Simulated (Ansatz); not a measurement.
# AlCl: the cost of one run

Program: Ansatz 0.2.0, Gaussian basis. Level of theory: PBE0-D4/def2-TZVP structures, single points in def2-TZVPP, no counterpoise correction. These are calculated values, not measurements.

Levels: SPW92, PBE-D4, BLYP-D4, r2SCAN-D4, B97M-V, PBE0-D4, B3LYP-D4, r2SCAN0-D4, BHLYP-D4, CAM-B3LYP-D4, wB97X-V, wB97M-V, B2PLYP, PBE-QIDH, RPA on PBE, Hartree-Fock, MP2, CCSD, CCSD(T).

Cores are frozen in the correlated methods. B3LYP uses VWN-RPA correlation. B2PLYP carries no dispersion term here.

56 further runs of the same task are left out: 56 set aside as unsound or not needed.

## 1. The system as given

The complex: 6 atoms, charge 0, spin multiplicity 1.

Atoms are counted from 1 here; the program's logs count them from 0.

Bond lengths: Al1–N2 2.258 Å, Al1–Cl4 2.215 Å, N2–H3 1.015 Å, N2–H5 1.015 Å, N2–H6 1.016 Å. Angles: N2–Al1–Cl4 85.9°, Al1–N2–H3 112.5°, Al1–N2–H5 113.0°, Al1–N2–H6 106.4°, H3–N2–H5 107.4°, H3–N2–H6 108.6°, H5–N2–H6 108.8°.

As a file:

```mol
AlClH3N
  3D, bonds by distance, orders not assigned

  6  5  0  0  0  0  0  0  0  0999 V2000
   -1.0631   -1.2121   -0.6847 Al  0  0
    0.6325   -0.0182    0.2090 N   0  0
    1.4288    0.0535   -0.4169 H   0  0
   -2.2349    0.6646   -0.5725 Cl  0  0
    0.9688   -0.4031    1.0862 H   0  0
    0.2680    0.9153    0.3789 H   0  0
  1  2  8  0
  1  4  8  0
  2  3  8  0
  2  5  8  0
  2  6  8  0
M  END
```

Its parts: AlCl holds atoms 1, 4; NH3 holds atoms 2, 3, 5, 6. Each part counts its atoms afresh in its own runs.

## 2. Relaxing AlCl alone

relax-a/in.yaml reads:

```yaml
crystal:
  periodic: [false, false, false]
  atoms:
    - {symbol: Al, position_ang: [-1.063073, -1.212094, -0.684673]}
    - {symbol: Cl, position_ang: [-2.234946, 0.664611, -0.572458]}
basis:
  gaussian: {orbitals: def2-TZVP}
hamiltonian: {xc: pbe0, dispersion: d4}
relax: {f_tol: 0.005, max_steps: 200}
```

Run with:

```console
$ ansatz run in.yaml --threads 2 --pin off --events-out ev --progress --plain --max-ram 4352MiB
```

**Question.** How long does this run take on 2 threads of Arm Neoverse V2, shared host?

About 2.2 s.
